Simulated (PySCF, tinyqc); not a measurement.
Worked calculation: RHF in the sto-6g basis, for CH2, spin multiplicity 1. The lowest restricted solution is unstable here: a spin-polarised one lies 0.0260 hartree lower (PySCF). One step of it, computed by the program tinyqc.

Problem. Orthogonalisation. S = U s U^T; symmetric (Loewdin) form X = U s^(-1/2) U^T, so that X^T S X = 1.

overlap S, lower triangle:
```
           1C 1s     1C 2s    1C 2px     1C 2py    1C 2pz     2H 1s     3H 1s
1C 1s   1.000000
1C 2s   0.243228  1.000000
1C 2px  0.000000  0.000000  1.000000
1C 2py  0.000000  0.000000  0.000000   1.000000
1C 2pz  0.000000  0.000000  0.000000   0.000000  1.000000
2H 1s   0.046185  0.410578  0.000000   0.334172  0.243855  1.000000
3H 1s   0.046185  0.410578  0.000000  -0.334172  0.243855  0.120288  1.000000
```

Give: eigenvalues of S; X.

Solution.

eigenvalues of S: 0.3615  0.4635  0.8675  1.0000  1.1058  1.4163  1.7855

X, lower triangle:
```
          1C 1s    1C 2s  1C 2px   1C 2py   1C 2pz    2H 1s   3H 1s
1C 1s    1.0252
1C 2s   -0.1437   1.1990
1C 2px   0.0000   0.0000  1.0000
1C 2py   0.0000   0.0000  0.0000   1.1149
1C 2pz  -0.0100   0.1021  0.0000   0.0000   1.0593
2H 1s    0.0215  -0.2662  0.0000  -0.2205  -0.1551   1.1735
3H 1s    0.0215  -0.2662  0.0000   0.2205  -0.1551  -0.0208  1.1735
```
